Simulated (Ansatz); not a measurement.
# C₃H₄S: small, medium and large basis sets

One table from this session's results is given with a row withheld; the runs are named, their logs left out.

Computed with Ansatz 0.2.0, Gaussian basis. Level: one geometry, several basis sets.

Plan: PBE0-D4/def2-SVP; ωB97M-V/def2-SVP; PBE0-D4/def2-QZVPP; ωB97M-V/def2-QZVPP; the functionals' def2-TZVPP values are taken from earlier runs.

## The geometry

All runs share one geometry, relaxed beforehand with PBE0-D4 in a triple-zeta def2 set.

SMILES `C=C=CS`, 8 atoms, charge 0, spin multiplicity 1.

Atoms are counted from 1 here; the program's logs count them from 0.

Bond lengths: C1–C2 1.300 Å, C1–H5 1.087 Å, C1–H6 1.087 Å, C2–C3 1.300 Å, C3–S4 1.760 Å, C3–H7 1.086 Å, S4–H8 1.342 Å. Angles: C2–C1–H5 121.4°, C2–C1–H6 121.4°, H5–C1–H6 117.2°, C1–C2–C3 179.6°, C2–C3–S4 126.8°, C2–C3–H7 120.6°, S4–C3–H7 112.6°, C3–S4–H8 96.5°.

The first run:

in.yaml

```yaml
crystal:
  periodic: [false, false, false]
  atoms:
    - {symbol: C, position_ang: [-0.561512, 1.376158, -0.478204]}
    - {symbol: C, position_ang: [0.171717, 0.377138, -0.084583]}
    - {symbol: C, position_ang: [0.896571, -0.627309, 0.309122]}
    - {symbol: S, position_ang: [0.335406, -2.258149, 0.658224]}
    - {symbol: H, position_ang: [-0.730995, 1.572678, -1.533269]}
    - {symbol: H, position_ang: [-1.025958, 2.052598, 0.234002]}
    - {symbol: H, position_ang: [1.966242, -0.513364, 0.456697]}
    - {symbol: H, position_ang: [-0.959271, -2.036749, 0.382010]}
basis:
  gaussian: {orbitals: def2-SVP}
hamiltonian: {xc: pbe0, dispersion: d4}
output: {orbitals: {seedname: orbitals}}
```

Run with:

```bash
$ ansatz run in.yaml --threads 2 --pin off --events-out ev --progress --plain --max-ram 4352MiB
```

Steps of the session up to this table: PBE0-D4 in def2-SVP; ωB97M-V in def2-SVP; PBE0-D4 in def2-QZVPP; ωB97M-V in def2-QZVPP.

One table of the session follows, with a row left open; its other results are not shown here.

| functional | basis | HOMO (eV) | LUMO (eV) |
| --- | --- | --- | --- |
| PBE0-D4 | def2-SVP | -6.32 | -0.09 |
| PBE0-D4 | def2-TZVPP | ? | ? |
| PBE0-D4 | def2-QZVPP | -6.46 | -0.40 |
| ωB97M-V | def2-SVP | -8.40 | 2.13 |
| ωB97M-V | def2-TZVPP | -8.54 | 1.79 |
| ωB97M-V | def2-QZVPP | -8.57 | 1.57 |

Estimate the missing values for PBE0-D4, def2-TZVPP.

The run gave: HOMO (eV): -6.43; LUMO (eV): -0.32. In the column «HOMO (eV)» it lies between PBE0-D4, def2-QZVPP (-6.46) and PBE0-D4, def2-SVP (-6.32).
